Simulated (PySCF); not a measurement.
# C5H7N: the cost of one run

The runs use PySCF 2.14.0, with density-fitted response routines of our own; the level of theory stands in each step. All values are computed, except where a source is named. Atoms are numbered from 0 throughout.

### 1 The molecule as given

13 atoms, charge 0, multiplicity 1; geometry from: GFN2-xTB. The atoms were then displaced at random by about 0.01 Å, so the start is not that level's minimum.

Bonds of the start (Å): C0–C1 1.34, C1–C2 1.47, C2–C3 1.30, C2–N4 1.38, N4–C5 1.26, C0–H6 1.08, C0–H7 1.08, C1–H8 1.06, C3–H9 1.11, C3–H10 1.05, C5–H11 1.09, C5–H12 1.11.

### 2 Geometry optimisation at PBE0-D3(BJ)/def2-SVP

The job: settings as JSON, then the geometry in Å.

```
{"job": {"xc": "PBE0", "basis": "def2-SVP", "d3": "d3bj", "grid": 1, "shake": 0.01, "kind": "geom"}, "charge": 0, "multiplicity": 1}
C      2.149400     0.264990     0.427680
C      1.286460    -0.221440    -0.474250
C     -0.168090    -0.344240    -0.281350
C     -0.902980    -0.947520    -1.173510
N     -0.632020     0.087870     0.941500
C     -1.638680     0.834670     1.075700
H      1.787130     0.634730     1.380930
H      3.201620     0.368880     0.228270
H      1.648650    -0.563440    -1.410570
H     -1.994170    -1.076740    -0.988020
H     -0.538720    -1.395470    -2.052910
H     -1.967400     1.072070     2.082830
H     -2.225380     1.268750     0.233390
```

Launch:

```bash
$ OMP_NUM_THREADS=1 python probes_run.py task.json out
```

The driver reads the jobs from task.json and runs them one after another.

Q: Estimate the wall time and peak memory of this first job on 1 thread of AMD EPYC 9R14, shared host.

About 26 s, with a peak of 0.52 GiB.
